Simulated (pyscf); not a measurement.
## Hydrogen shift: H₂C=CH–F (SMILES C=CF) → H₃C–C:–F (SMILES C[C]F) [singlet]

Gas phase, singlet surface, charge 0. Bonds broken: C2–H6. Bonds formed: C1–H6. PySCF, gas phase, ωB97X-D3(BJ)/def2-SVP geometries. MP2 and CC: frozen core, UHF for open shells. ΔMP2 is the change of the MP2 total energy from the triple- to the quadruple-zeta basis.

Transition state (Å):

```xyz
6

C      0.5602    -0.3483     0.3052
C      0.8768     0.7479     1.0992
F      2.0272     0.5327     1.7696
H     -0.3732    -0.3044    -0.2658
H      1.1391    -1.2879     0.3014
H      1.0490     0.8294    -0.1699
```

One imaginary mode, 1357i cm⁻¹; descent along it reached the two sides named.

```
bond   change  reactant side (Å)  saddle  product side
-----  ------  -----------------  ------  ------------
C2–H6  breaks              1.096   1.283         2.052
C1–H6   forms              2.153   1.361         1.109
```

Electronic energies relative to the reactant's lowest minimum found (kcal/mol):

```
level                             barrier  reaction energy  reverse barrier
--------------------------------  -------  ---------------  ---------------
ωB97X-D3(BJ)/def2-TZVP               69.4            +51.0             18.4
PBE/def2-TZVP                        67.2            +54.1             13.2
r²SCAN/def2-TZVP                     68.9            +54.2             14.6
B3LYP-D3(BJ)/def2-TZVP               70.4            +53.3             17.1
PBE0-D3(BJ)/def2-TZVP                69.3            +53.9             15.4
M06-2X/def2-TZVP                     69.9            +53.3             16.6
ωB97M-D3(BJ)/def2-TZVP               68.4            +50.8             17.5
HF/def2-TZVP                         73.5            +46.9             26.6
MP2/def2-QZVPP                       72.3            +56.9             15.4
CCSD/def2-TZVPP                      71.6            +52.0             19.6
CCSD(T)/def2-TZVPP                   70.9            +52.7             18.3
CCSD(T)/def2-TZVPP + ΔMP2(QZVPP)     70.8            +52.9             17.9
```

With CCSD(T)/def2-TZVPP + ΔMP2(QZVPP) energies and thermal terms (ideal gas, 1 atm, RRHO with modes under 100 cm⁻¹ raised to 100, one conformer, R ln 2 for rigid chiral ones), in kcal/mol:

| T (K) | ΔH‡ | ΔG‡ | ΔH | ΔG |
|---|---|---|---|---|
| 298 | 67.4 | 67.0 | +51.5 | +50.6 |
| 600 | 67.2 | 66.7 | +51.8 | +49.5 |
| 900 | 66.9 | 66.6 | +51.9 | +48.4 |
| 1200 | 66.6 | 66.5 | +52.1 | +47.2 |

One saddle was located; it need not be the lowest between these sides. The CCSD(T) − MP2 part came from Ansatz, without density fitting, on the same reference.
